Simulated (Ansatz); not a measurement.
input.yaml

```yaml
crystal:
  periodic: [false, false, false]
  atoms:
    - { symbol: B, position_ang: [-0.6354, 0.6856, -1.0937] }
    - { symbol: "N", position_ang: [-0.489, 0.6696, 0.402] }
    - { symbol: Si, position_ang: [-1.30315, 2.14146, 0.95261] }
    - { symbol: H, position_ang: [-1.2841, -0.0641, -1.6518] }
    - { symbol: H, position_ang: [-0.2161, 1.6092, -1.7522] }
    - { symbol: H, position_ang: [-1.03794, -0.16417, 0.76177] }
    - { symbol: H, position_ang: [-2.75873, 2.124, 0.53126] }
    - { symbol: H, position_ang: [-0.69475, 3.31936, 0.44302] }
    - { symbol: H, position_ang: [-1.29642, 2.1659, 2.48373] }
basis:
  gaussian: { orbitals: "6-31G*" }
hamiltonian:
  xc: pbe
  dispersion: d4
relax:
  f_tol: 0.015
  max_steps: 40
output:
  orbitals: {}
```

Launched with:

```bash
$ ansatz run input.yaml --threads 1 --pin off --max-ram 2048MiB --backend cpu --events-out ev --progress --plain --runs-dir out
```

Hardware: 1 thread of Intel(R) Xeon(R) Platinum 8375C CPU @ 2.90GHz (Ice Lake), with other jobs on the host.

**Question.** Roughly how long does this run take, and how much memory?

**Answer.** 29 s, with a peak of 0.14 GiB, for 13 ionic steps.
